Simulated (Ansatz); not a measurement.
The same path of CH₄BS (7 atoms, charge 0, multiplicity 2) was run twice with different band settings. The coordinate that changes most is the dihedral C1–B2–S3–H7.

These are results of UKS PBE0-D4/def2-SVP in Ansatz 0.2.0, not measurements.

Relaxed end points:

```xyz
7
Properties=species:S:1:pos:R:3
C -0.708 0.430 -0.592
B 0.135 0.246 0.663
S 1.381 -1.029 0.832
H -0.615 -0.203 -1.482
H -1.465 1.218 -0.677
H 0.021 0.952 1.637
H 1.250 -1.614 -0.381
```

```xyz
7
Properties=species:S:1:pos:R:3
C -0.857 0.516 -0.733
B 0.111 0.093 0.365
S 1.194 -1.301 0.036
H -0.923 0.013 -1.705
H -1.549 1.356 -0.610
H 0.176 0.653 1.432
H 1.848 -1.329 1.216
```

Common settings: spring 5.0 eV/Å²; optimiser quadratic models (default); start path IDPP; force threshold 0.05 eV/Å; iteration limit 60; end points relaxed.

| run | movable images | climbing image |
| --- | --- | --- |
| 1 | 5 | yes |
| 2 | 1 | no |

What does each run give, and how far can it be trusted?

Run 1: converged after 6 iterations, highest image 0.757 eV above the first end. A vibrational analysis at the climbing image gives one clearly imaginary mode, 659i cm⁻¹: a first-order saddle point.
Run 2: converged after 6 iterations, highest image 0.755 eV above the first end. The dihedral C1–B2–S3–H7 jumps by 92° between images 0 and 1, so the path isn't resolved there. No image climbed, so the highest image needn't sit at the top of the path. So few images can step over the top or miss a turn of the path.
